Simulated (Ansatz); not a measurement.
Geometry optimisation, RKS PBE-D4/def2-TZVP (Ansatz 0.2.0).

Input file:

```yaml
crystal:
  periodic: [false, false, false]
  atoms:
    - { symbol: Si, position_ang: [-0.139663, -0.122789, 0.010279] }
    - { symbol: O, position_ang: [-0.133463, -0.116078, 1.685114] }
    - { symbol: H, position_ang: [-0.676302, -0.814155, 2.083941] }
    - { symbol: O, position_ang: [1.384791, -0.271967, -0.619418] }
    - { symbol: H, position_ang: [1.864699, -1.088467, -0.405106] }
    - { symbol: H, position_ang: [-0.654893, 1.158032, -0.542452] }
    - { symbol: H, position_ang: [-0.998743, -1.293818, -0.384402] }
    - { symbol: H, position_ang: [1.201042, 2.016027, 0.874034] }
    - { symbol: H, position_ang: [0.998732, 1.782516, 1.516609] }
basis:
  gaussian: { orbitals: def2-TZVP }
hamiltonian:
  xc: pbe
  dispersion: d4
relax:
  f_tol: 0.03
  max_steps: 50
```

Run as:

```bash
$ ansatz run input.yaml --threads 4 --pin off --max-ram 5120MiB --backend cpu --events-out ev --progress --plain --runs-dir out
```

**Question.** Where does it end, and by what steps?

**Answer.** The run converged. The force dipped under the threshold on the way, but the program's further checks kept it going. After 30 steps the energy has fallen by 0.156 eV; H8 moved furthest, 1.80 Å.

| step | energy less start (eV) | largest force component (eV/Å) | accepted |
| --- | --- | --- | --- |
| 0 | 0.0000 | 1.378 | yes |
| 2 | -0.1271 | 0.163 | yes |
| 4 | -0.1349 | 0.269 | no |
| 6 | -0.1426 | 0.195 | yes |
| 8 | -0.1189 | 0.922 | no |
| 10 | -0.1466 | 0.082 | yes |
| 12 | -0.1482 | 0.083 | yes |
| 14 | -0.1487 | 0.328 | no |
| 16 | -0.1508 | 0.153 | yes |
| 18 | -0.1525 | 0.022 | yes |
| 20 | -0.1539 | 0.066 | yes |
| 22 | -0.1547 | 0.107 | yes |
| 24 | -0.1555 | 0.056 | yes |
| 26 | -0.1559 | 0.048 | yes |
| 28 | -0.1562 | 0.032 | yes |
| 30 | -0.1563 | 0.023 | yes |

```xyz
9
Properties=species:S:1:pos:R:3
Si -0.256 -0.443 -0.290
O -0.053 0.252 1.207
H -0.064 -0.343 1.972
O 1.152 -0.919 -1.024
H 1.552 -1.751 -0.728
H -0.794 0.628 -1.162
H -1.172 -1.622 -0.144
H 1.407 3.022 2.353
H 1.074 2.425 2.035
```

Whether the end is a true minimum wasn't checked by a vibrational analysis.

Run time: 30 s on 4 threads of Arm Neoverse V1 (shared host), peak memory 0.21 GiB.
